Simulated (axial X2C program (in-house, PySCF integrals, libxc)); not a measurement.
Levels of AlH⁺ by electron attachment to AlH²⁺ (EOM-EA-CCSD)

Calculated with an axial X2C code built on PySCF integrals: two-component X2C with atomic mean-field Coulomb and Gaunt terms, Gaussian nuclei, basis Al dyall-av3z, H dyall-av3z with contracted cores.

R = 1.623 Å (near the PBE0 minimum at charge 1 of the determinant lowest at the starting distance; the state shown can have its own minimum elsewhere).

Levels of AlH⁺ obtained by attaching an electron to AlH²⁺:

```json
{"Ω": "1/2", "binding energy (eV)": "16.563", "above lowest (cm⁻¹)": "0", "attached spinor": "46% Al pσ, 30% Al sσ, 16% H sσ", "one-particle weight": "0.97"}
{"Ω": "1/2", "binding energy (eV)": "13.194", "above lowest (cm⁻¹)": "27179", "attached spinor": "82% Al pπ, 12% H pπ", "one-particle weight": "0.95"}
{"Ω": "3/2", "binding energy (eV)": "13.182", "above lowest (cm⁻¹)": "27275", "attached spinor": "82% Al pπ, 12% H pπ", "one-particle weight": "0.95"}
```

**Question.** Take the first Ω = 1/2 and Ω = 3/2 rows of π character: how far apart are they, and which lies lower?

**Answer.** E(3/2) − E(1/2) = 27275 − 27179 = 96 cm⁻¹ at EOM-EA-CCSD: regular, Ω = 1/2 lower. Splittings at this level can be off by ten to twenty per cent.

This point took 3.1 s on 1 thread of Intel(R) Xeon(R) Processor @ 2.30GHz (shared host).

Reference electrons by ω block (each with its −ω partner): 1/2: 5, 3/2: 1. 2 electrons of AlH²⁺ correlated (inner shells frozen), 92 natural virtual spinors (a truncated set); levels can be off by some tenths of an eV. Roots sought by Ω: (1/2: 5, 3/2: 4, 5/2: 2, 7/2: 1); rows need 60 % one-particle weight and stop where some Ω has no more roots. Missing are any skipped roots, higher Ω and states of a further excitation; these come out far too high here and may in truth be low or lowest. T1 of the reference 0.022 (Lee–Taylor). The reference was not checked to be the lowest state of its species. Number of frozen shells: Al 2 s, 1 p; H none. Large amplitudes in the reference (orbital relaxation or multireference character) lower the reliability.
